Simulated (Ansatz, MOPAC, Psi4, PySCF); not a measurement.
Molecule: disilane, Si₂H₆ (charge 0, singlet). SMILES: [SiH3][SiH3]
Structure (B3LYP-D3(BJ)/def2-TZVP (Ansatz, a first-principles code) minimum search):
```
Si
H 1 1.4832
H 1 1.4832 2 108.63
H 1 1.4832 2 108.63 3 118.00
Si 1 2.3443 2 110.30 4 121.00
H 5 1.4832 1 110.30 2 180.00
H 5 1.4832 6 108.63 1 -121.00
H 5 1.4832 6 108.63 7 -118.00
```
Charge 0, spin multiplicity 1.

Quantity: vertical ionisation energy to the doublet, in eV. Set-up: spin-orbit terms left out; 6-31G* and kin with 6d, 5d where marked; no dispersion term unless named; PM7 with its own dispersion and hydrogen-bond terms; 6-311+G** with 5d, 6d on Na to Ar in Ansatz; each state is the SCF solution reached for its charge and spin; UHF or UKS for open shells; non-relativistic; frozen cores in correlated levels. CBS(X,Y): correlation extrapolated as X^-3; Hartree-Fock from the larger set. The bracket is a focal-point correction in the basis named. First-principles rows: single points at B3LYP-D3(BJ) geometries (Ansatz). Semi-empirical rows: differences of heats of formation at the shared geometry for vertical values.

Measured values: CCCBDB table in ASE; they hold spin-orbit and core effects. 

Value to compare with, the measured value: 10.53 eV.

```tsv
level	program	vertical ionisation energy to the doublet (eV)	error
AM1	MOPAC	10.68	0.15
PM3	MOPAC	9.94	-0.59
PM7	MOPAC	10.25	-0.28
MNDO	MOPAC	9.11	-1.42
PBE/6-31G*	Ansatz	10.36	-0.17
B3LYP/STO-3G	Ansatz	8.97	-1.56
B3LYP/3-21G	Ansatz	10.76	0.23
B3LYP/6-31G*	Ansatz	10.52	-0.01
wB97X-D/6-31G*	Psi4	10.58	0.05
MP2/6-311+G**	Ansatz	10.46	-0.07
PBE0/def2-TZVPD	Ansatz	10.48	-0.05
M06-2X/def2-TZVPD	PySCF	10.54	0.01
wB97M-V/def2-TZVPD	Ansatz	10.63	0.10
RI-MP2/CBS(def2-TZVPPD,def2-QZVPPD)+[CCSD(T)-MP2]/def2-TZVPPD	Ansatz	10.72	0.19
```

Among the 10 habitual levels, B3LYP/STO-3G lies farthest from the measured value (-1.56 eV); 3 of 10 lie above it, and their mean absolute error is 0.45 eV, the median 0.20. One case shows no general order.

The levels are drawn from those run, B3LYP/6-31G* more often than the rest, none by its result; left out are runs that failed, that the program found above a lower state of the same kind, or whose <S^2> lies over 0.5 above the pure value.
